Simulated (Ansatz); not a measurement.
A relaxation, step by step

BH₄S (SMILES B[SH2+]) (charge +1), singlet, HF/def2-SVP (Ansatz 0.2.0). Settings:

```yaml
hamiltonian: {xc: hf}
relax: {f_tol: 0.05, max_steps: 30, max_displacement: 0.05}
```

Start (the SMILES describes the start alone):

```xyz
6
angstrom
B -0.0267 -0.8643 0.1708
S 0.6371 0.8682 0.0218
H -0.9641 -1.0761 -0.0086
H 0.9768 -1.7529 0.3357
H -0.1847 1.3101 -1.0359
H -0.3858 1.3353 0.8223
```

```tsv
step	energy less the last (meV)	largest force component (eV/Å)
1	1723.4	11.827
2	899.9	6.252
3	467.5	2.544
4	292.2	0.541
5	256.8	0.109
6	248.6	0.062
7	244.3	0.046
8	240.2	0.065
9	231.3	0.075
10	219.8	0.090
11	205.9	0.119
12	190.0	0.123
13	171.9	0.124
14	152.8	0.135
15	132.7	0.141
16	112.0	0.149
17	92.2	0.135
18	74.7	0.122
19	56.3	0.124
20	39.8	0.123
21	25.5	0.111
22	13.7	0.087
23	5.3	0.059
24	0.9	0.035
25 (rejected trial)	3.5	0.186
26	0.0	0.015
```

Step 2, positions (Å) and forces (eV/Å):

```json
{"atom": "B1", "x": "0.020", "y": "-0.878", "z": "0.173", "Fx": "6.252", "Fy": "-2.401", "Fz": "0.419"}
{"atom": "S2", "x": "0.628", "y": "0.882", "z": "0.019", "Fx": "-1.446", "Fy": "2.124", "Fz": "-0.430"}
{"atom": "H3", "x": "-1.000", "y": "-1.084", "z": "-0.013", "Fx": "-4.747", "Fy": "-0.782", "Fz": "-0.612"}
{"atom": "H4", "x": "0.964", "y": "-1.742", "z": "0.336", "Fx": "-1.760", "Fy": "1.593", "Fz": "-0.018"}
{"atom": "H5", "x": "-0.178", "y": "1.307", "z": "-1.034", "Fx": "0.937", "Fy": "-0.570", "Fz": "0.465"}
{"atom": "H6", "x": "-0.381", "y": "1.336", "z": "0.825", "Fx": "0.764", "Fy": "0.036", "Fz": "0.176"}
```

Step 3, positions (Å) and forces (eV/Å):

```csv
atom,x,y,z,Fx,Fy,Fz
B1,0.060,-0.905,0.167,2.544,-1.568,-0.123
S2,0.615,0.903,0.016,-0.708,1.450,-0.210
H3,-1.029,-1.088,-0.013,-2.096,-0.361,-0.163
H4,0.949,-1.727,0.338,-0.746,0.792,0.071
H5,-0.169,1.299,-1.032,0.571,-0.413,0.109
H6,-0.374,1.338,0.831,0.435,0.100,0.316
```

Step 13, positions (Å) and forces (eV/Å):

```json
{"atom": "B1", "x": "0.046", "y": "-0.968", "z": "0.102", "Fx": "0.003", "Fy": "0.029", "Fz": "-0.024"}
{"atom": "S2", "x": "0.563", "y": "0.920", "z": "-0.122", "Fx": "-0.121", "Fy": "-0.042", "Fz": "-0.038"}
{"atom": "H3", "x": "-1.022", "y": "-1.260", "z": "-0.316", "Fx": "0.087", "Fy": "-0.022", "Fz": "-0.059"}
{"atom": "H4", "x": "0.880", "y": "-1.612", "z": "0.642", "Fx": "-0.075", "Fy": "0.055", "Fz": "0.072"}
{"atom": "H5", "x": "-0.374", "y": "1.344", "z": "-0.985", "Fx": "-0.018", "Fy": "0.010", "Fz": "0.059"}
{"atom": "H6", "x": "-0.040", "y": "1.397", "z": "0.985", "Fx": "0.124", "Fy": "-0.030", "Fz": "-0.010"}
```

Last step (26):

| atom | x (Å) | y (Å) | z (Å) |
| --- | --- | --- | --- |
| B1 | 0.0049 | -0.9678 | 0.0661 |
| S2 | 0.4432 | 0.8699 | -0.2745 |
| H3 | -0.7218 | -1.4544 | -0.7306 |
| H4 | 0.5583 | -1.4349 | 1.0018 |
| H5 | -0.7126 | 1.3941 | -0.7077 |
| H6 | 0.4806 | 1.4136 | 0.9510 |

Hardware: 2 CPU threads of an Intel Xeon, shared host. Wall time about 50 s.
